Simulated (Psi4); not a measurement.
**SiPH5 (SMILES [SiH3]P) at QCISD(T)/6-311+G(d,p) (density fitting)**

What is the energy difference between two shapes of SiPH5 at QCISD(T)/6-311+G** (density fitting)? 

The results are computed with Psi4 1.11.

1 further run of the same task is left out (set aside as unsound or not needed).

## Step 1: Starting point

SiPH5: 7 atoms, total charge 0, spin state singlet. As SMILES, `[SiH3]P`. The shape is that of a GFN2-xTB optimisation.

Bond lengths: Si1–P2 2.234 Å, Si1–H3 1.462 Å, Si1–H4 1.462 Å, Si1–H5 1.465 Å, P2–H6 1.383 Å, P2–H7 1.383 Å. Angles: Si1–P2–H6 95.7°, Si1–P2–H7 95.8°, P2–Si1–H3 106.9°, P2–Si1–H4 106.8°, P2–Si1–H5 113.1°, H6–P2–H7 92.2°, H3–Si1–H4 111.1°, H3–Si1–H5 109.5°, H4–Si1–H5 109.5°.

## Step 2: The energy at QCISD(T)/6-311+G(d,p) (density fitting)

File h5psi.py:

```python
import psi4

psi4.set_memory(1600000000)
psi4.set_num_threads(1)
psi4.core.set_output_file('psi4.out', False)

mol = psi4.geometry("""
0 1
Si
P 1 2.234185
H 1 1.46213 2 106.8596
H 1 1.462168 3 111.05503 2 116.07187
H 1 1.464997 3 109.50707 4 121.03128
H 2 1.382955 1 95.66174 3 -73.9219
H 2 1.383264 6 92.23632 1 96.08387
""")

options = {'scf_type': 'df', 'freeze_core': True}
psi4.set_options(options)

E, wfn = psi4.energy("qcisd(t)/6-311+G**", return_wfn=True)
print(f'total energy {E:.8f} hartree = {E * 27.211386:.5f} eV')
```

Command:

```bash
python h5psi.py
```

psi4.out (excerpt; [...] marks lines left out):

```text
[...]
  Running in c1 symmetry.
[...]
  Nuclear repulsion =   91.502962128020997
[...]
  Multiplicity = 1
[...]
  Nalpha       = 17
  Nbeta        = 17
[...]
    Number of basis functions: 90
[...]
   @DF-RHF iter   1:  -632.53337368739017   -4.08377e-01   3.34400e-03 ADIIS/DIIS
[...]
   @DF-RHF iter  10:  -632.58470776330228   -8.86757e-12   5.55338e-09 DIIS
[...]
    Orbital Energies [Eh]
    ---------------------
    Doubly Occupied:
       1A    -79.930233     2A    -68.783001     3A     -7.476829
       4A     -6.131506     5A     -5.370998     6A     -5.370675
       7A     -5.369824     8A     -4.238370     9A     -4.238097
      10A     -4.237965    11A     -0.868529    12A     -0.710501
      13A     -0.541355    14A     -0.506379    15A     -0.488301
      16A     -0.450626    17A     -0.367518
[...]
  @DF-RHF Final Energy:  -632.58470776330228
   => Energetics <=
    Nuclear Repulsion Energy =             91.5029621280209966
    One-Electron Energy =               -1058.0139281683095760
    Two-Electron Energy =                 333.9262582769863457
    Total Energy =                       -632.5847077633022764
[...]
 Multipole Moments:
 ------------------------------------------------------------------------------------
     Multipole            Electronic (a.u.)      Nuclear  (a.u.)        Total (a.u.)
 ------------------------------------------------------------------------------------
 L = 1.  Multiply by 2.5417464519 to convert [e a0] to [Debye]
 Dipole X            :         -1.1123555            1.3792791            0.2669236
 Dipole Y            :          0.6528816           -0.8088635           -0.1559819
 Dipole Z            :          2.9755989           -3.2357305           -0.2601316
 Magnitude           :                                                    0.4040384
[...]
      * MP2 total energy:                   -632.818428904258
[...]
      * MP3 total energy:                   -632.855980099363
[...]
      * QCISD total energy:                 -632.863350461772
[...]
```

The script printed:

```text
total energy -632.87060841 hartree = -17221.28641 eV
```

It took 8.1 s on 1 thread of Intel Xeon 6975P-C (Granite Rapids), shared host; peak memory 0.63 GiB.

## Step 3: The distorted shape at the same level

File calc.inp:

```
memory 1600 mb

molecule geom {
  0 1
  Si    -1.22764546    -1.00076683    -0.49363426
  P      1.93342226     0.23176735     2.14465207
  H     -3.30576405    -1.42336439     0.72622931
  H     -0.55390896    -2.84279249    -2.18987888
  H     -1.74238796     1.17184941    -2.33279887
  H      1.03850655     2.50524205     2.34880863
  H      3.60379843     0.86892064     0.05478316
  units au
}

set globals {
  scf_type    df
  freeze_core true
}

energy("qcisd(t)/6-311+G**")
print_variables()
```

Command:

```bash
psi4 -i calc.inp -o calc.out -n 1
```

calc.out (excerpt; [...] marks lines left out):

```text
[...]
  Running in c1 symmetry.
[...]
  Nuclear repulsion =   91.533593169423469
[...]
  Multiplicity = 1
[...]
  Nalpha       = 17
  Nbeta        = 17
[...]
    Number of basis functions: 90
[...]
   @DF-RHF iter   1:  -632.50271326104780   -3.36112e-01   3.36736e-03 ADIIS/DIIS
[...]
   @DF-RHF iter  10:  -632.55390918084106   -2.03499e-11   8.19602e-09 DIIS
[...]
    Orbital Energies [Eh]
    ---------------------
    Doubly Occupied:
       1A    -79.931781     2A    -68.767545     3A     -7.478529
       4A     -6.121530     5A     -5.373071     6A     -5.372073
       7A     -5.371397     8A     -4.229005     9A     -4.227706
      10A     -4.226768    11A     -0.870808    12A     -0.728526
      13A     -0.551872    14A     -0.517148    15A     -0.477343
      16A     -0.451824    17A     -0.366697
[...]
  @DF-RHF Final Energy:  -632.55390918084106
   => Energetics <=
    Nuclear Repulsion Energy =             91.5335931694234688
    One-Electron Energy =               -1058.0477600971753418
    Two-Electron Energy =                 333.9602577469107700
    Total Energy =                       -632.5539091808410603
[...]
 Multipole Moments:
 ------------------------------------------------------------------------------------
     Multipole            Electronic (a.u.)      Nuclear  (a.u.)        Total (a.u.)
 ------------------------------------------------------------------------------------
 L = 1.  Multiply by 2.5417464519 to convert [e a0] to [Debye]
 Dipole X            :          1.9916388           -2.2015964           -0.2099576
 Dipole Y            :         -0.6597808            0.6579817           -0.0017992
 Dipole Z            :          3.2399108           -3.3456269           -0.1057160
 Magnitude           :                                                    0.2350773
[...]
      * MP2 total energy:                   -632.788278808591
[...]
      * MP3 total energy:                   -632.826100594867
[...]
      * QCISD total energy:                 -632.833434297365
[...]
```

Run time: 8.1 s. Hardware: 1 thread of Intel Xeon 6975P-C (Granite Rapids), shared host; peak memory 0.63 GiB.

## Step 4: Summary of results

At QCISD(T)/6-311+G** (density fitting), 10 core orbitals frozen:

| quantity | value |
| --- | --- |
| first shape: total energy | -632.87061 Eh |
| first shape: HOMO energy (Hartree–Fock orbitals) | -10.00 eV |
| first shape: LUMO energy (Hartree–Fock orbitals) | 1.61 eV |
| first shape: HOMO–LUMO gap (Hartree–Fock orbitals) | 11.61 eV |
| first shape: correlation energy (10 core orbitals frozen) | -285.9 mEh |
| first shape: T1 diagnostic | 0.011 |
| distorted shape: total energy | -632.84064 Eh |
| distorted shape: HOMO energy (Hartree–Fock orbitals) | -9.98 eV |
| distorted shape: LUMO energy (Hartree–Fock orbitals) | 1.61 eV |
| distorted shape: HOMO–LUMO gap (Hartree–Fock orbitals) | 11.59 eV |
| distorted shape: correlation energy (10 core orbitals frozen) | -286.7 mEh |
| distorted shape: T1 diagnostic | 0.011 |
| energy change with the atoms displaced | 0.815 eV |

What this shows: With the atoms displaced the energy rises by 0.82 eV (18.8 kcal/mol). The first shape isn't relaxed at this level, so the change isn't measured from a minimum.
